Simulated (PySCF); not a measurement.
Which level of theory gave which numbers?

Compound: C5H6.
Bonds: C1–C2 (double), C2–C3 (double), C3–C4, C4–C5 (double). Hydrogens: H6, H7 on C1; H8 on C3; H9 on C4; H10, H11 on C5.

The closed-shell ground state was solved 3 times with PySCF (density fitting, gas phase), always with PBE0, in these basis sets: STO-3G, pcSseg-0 and pcSseg-1. Geometry: PBE0-D3(BJ)/def2-SVP, one conformer, isolated molecule.

```tsv
row	total energy (Eh)	HOMO (eV)	LUMO (eV)	dipole (D)
P	-191.4441	-4.78	2.06	0.13
Q	-193.7900	-6.70	-0.75	0.24
R	-193.3925	-6.72	-0.65	0.25
```

Task: Which basis belongs to which row?

Result: P = STO-3G, Q = pcSseg-1, R = pcSseg-0. From the lowest total energy up: pcSseg-1 (115 functions) 0 eV; pcSseg-0 (57 functions) +10.82 eV; STO-3G (31 functions) +63.84 eV.

The values belong to the conformer `[CH2:1]=[C:2]=[CH:3][CH:4]=[CH2:5]`: C2–C3–C4–C5 180°.
